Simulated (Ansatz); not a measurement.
Compare A (`CC1CCCC1`) with its isomer B (`C=CC(C)CC`).

Gas-phase electronic energies from Ansatz, PBE0-D4/def2-TZVP geometries. CBS: MP2 limit from def2 TZ/QZ plus the TZ coupled-cluster correction, frozen cores. Functionals use def2-TZVPP. B3LYP here is the variant with VWN-RPA as its local correlation; programs differ in this. Each species was taken in one conformer, which may not be the lowest.

A:

```xyz
18

C     2.1543   -0.1774    0.0540
C     0.7263    0.2492   -0.2154
C    -0.1484   -0.8230   -0.8588
C    -1.5817   -0.3157   -0.6732
C    -1.5378    0.6086    0.5666
C    -0.0779    0.6051    1.0320
H     2.1763   -1.0512    0.7131
H     2.6740   -0.4446   -0.8698
H     2.7259    0.6187    0.5383
H     0.7345    1.1259   -0.8784
H    -0.0035   -1.7642   -0.3149
H     0.1062   -1.0142   -1.9042
H    -1.9010    0.2473   -1.5538
H    -2.2928   -1.1355   -0.5543
H    -1.8484    1.6208    0.2959
H    -2.2165    0.2763    1.3545
H     0.2295    1.5511    1.4845
H     0.0807   -0.1773    1.7838
```

B:

Z-matrix (Å, degrees):
```
C
C 1 1.495
C 1 1.531 2 111.2
C 1 1.526 2 110.3 3 -123.0
H 1 1.098 2 108.0 3 118.4
C 2 1.325 1 125.7 3 -118.3
H 2 1.091 1 115.3 3 61.9
C 3 1.518 1 113.9 2 63.8
H 3 1.097 1 108.7 2 -59.1
H 3 1.096 1 108.3 2 -173.9
H 4 1.092 1 111.3 2 -58.7
H 4 1.093 1 110.9 2 -179.3
H 4 1.094 1 110.7 2 61.2
H 6 1.084 2 121.7 1 -179.5
H 6 1.086 2 121.3 1 0.3
H 8 1.092 3 111.2 1 179.6
H 8 1.094 3 111.0 1 59.7
H 8 1.092 3 111.3 1 -59.8
```

Question: Which is lower in electronic energy at CCSD(T)/CBS, and by how much? (An estimate is asked.)

Answer: The calculation gave: A, by 62.4 kJ/mol.

Question: Give E(B) − E(A) in kJ/mol with PBE0-D4, B3LYP, MP2/def2-TZVPP, CCSD(T)/def2-TZVPP, r2SCAN-D4, HF/def2-TZVPP, B3LYP-D4. (Best estimate.)

Answer: The calculation gave: PBE0-D4 77.6, B3LYP 49.2, MP2/def2-TZVPP 71.5, CCSD(T)/def2-TZVPP 63.8, r2SCAN-D4 65.5, HF/def2-TZVPP 51.1, B3LYP-D4 52.0. None reverses the order clearly.

Largest T1 diagnostic: 0.009.

In def2-TZVPP, CCSD(T) changes the Hartree–Fock value by +12.6 kJ/mol (the triples alone add −1.5 kJ/mol) and MP2 by +20.4 kJ/mol. From PBE to PBE0 (25 % exact exchange), in def2-TZVPP and without D4, E(B) − E(A) moves by +11.7 kJ/mol.
